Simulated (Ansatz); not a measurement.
## A basis-limit estimate, worked out

An elementary step of CH8Si, singlet (SiH₄ + CH₄ → CH₆Si ([CH3][SiH3]) + H₂; bonds formed: Si1–C7, H2–H6; bonds broken: Si1–H2, H6–C7). “Start” is the structure reached by relaxing down from the saddle towards the reactants; PBE0-D4/def2-TZVP structures. The saddle:

```xyz
10
angstrom
Si -0.2382 -0.7842 -0.6017
H 0.3587 0.4913 -1.5739
H 0.8920 -1.5998 -1.1198
H -0.6814 -1.5854 0.6098
H -1.4985 -0.6803 -1.3838
H 0.3385 0.7421 -0.4625
C 0.1903 0.7385 0.8876
H 0.8539 0.1336 1.5051
H -0.8104 0.7868 1.3157
H 0.5952 1.7574 0.8236
```

Ansatz 0.2.0; basis: def2-TZVPP and def2-QZVPP; cores frozen in the correlated methods.

Energies in eV:

| quantity | saddle | start |
| --- | --- | --- |
| Hartree–Fock, triple zeta (X = 3) | -9015.49939 | -9019.81430 |
| Hartree–Fock, quadruple zeta (X = 4) | -9015.82840 | -9020.13333 |
| MP2 correlation, X = 3 | -10.12485 | -9.32215 |
| MP2 correlation, X = 4 | -10.74121 | -9.91166 |
| CCSD(T) correlation, X = 3 | -11.71648 | -10.96228 |

Task: Work out the barrier at the basis limit: extrapolate Hartree–Fock as E(X) = E∞ + A exp(−7.88 √X) and the MP2 correlation as E(X) = E∞ + B X^−2.97 (the exponents that Neese and Valeev fitted for def2-TZVPP and QZVPP), then add CCSD(T) − MP2 in triple zeta.

Result: Each step is linear, so take the differences first (saddle − start): Hartree–Fock 4.31491 (X = 3) and 4.30493 (X = 4); MP2 correlation -0.80270 and -0.82955; CCSD(T) correlation -0.75420.
Two points give E∞ = E(4) + w [E(4) − E(3)], with w = 1/(exp(7.88 (2 − √3)) − 1) = 0.1377 for Hartree–Fock and w = 1/((4/3)^2.97 − 1) = 0.7407 for the correlation.
Hartree–Fock: 4.30493 + 0.1377 × (-0.00998) = 4.3036 eV.
MP2 correlation: -0.82955 + 0.7407 × (-0.02685) = -0.8494 eV.
CCSD(T) − MP2: -0.75420 − (-0.80270) = 0.0485 eV.
Sum: 4.3036 + (-0.8494) + 0.0485 = 3.5027 eV, or 80.77 kcal/mol. Plain CCSD(T) in triple zeta gives 3.5607 eV, so the larger basis shifts the result by -0.0580 eV.

T1 diagnostic: at most 0.011.

Labels in which every atom is bracketed show which atoms are joined, not bond orders.

For scale, one of the runs: CCSD(T)/def2-TZVPP, 185 basis functions, launched by `ansatz run in.yaml --threads 2 --pin off --events-out ev --progress --plain --max-ram 4352MiB`. Time: 23 s of wall clock on 2 CPU threads of an Arm Neoverse V2; the host was shared. Peak host memory: 1.8 GiB.
